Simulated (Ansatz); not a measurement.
Mulliken charges of `[c]1ccc[nH]1` radical from PBE/def2-TZVPP in Ansatz (PBE0-D4/def2-TZVP geometry).

```tsv
atom	x (Å)	y (Å)	z (Å)	charge (e)
C1	-0.569	1.251	0.006	0.019
C2	0.740	1.030	-0.294	-0.200
C3	0.900	-0.384	-0.182	-0.136
C4	-0.304	-0.929	0.175	-0.121
N5	-1.209	0.100	0.289	-0.093
H6	1.487	1.759	-0.558	0.111
H7	1.815	-0.932	-0.350	0.113
H8	-0.594	-1.951	0.357	0.130
H9	-2.177	0.010	0.539	0.177
```

Task: By hand: the dipole of these point charges (1 e Å = 4.8032 D).

Result: Σ q r = (-0.224, -0.189, 0.076) e Å, of length 0.303 e Å = 1.46 D.

Task: How does the dipole of the full density compare? (An estimate is asked.)

Result: Ansatz gave: (-0.296, -0.199, 0.095) e Å, 1.77 D; the point charges give 0.82 times that, at 6° from its direction.

Point charges leave out the atoms' own dipoles, such as those of lone pairs, and Mulliken's split depends on the basis, so the two needn't agree.
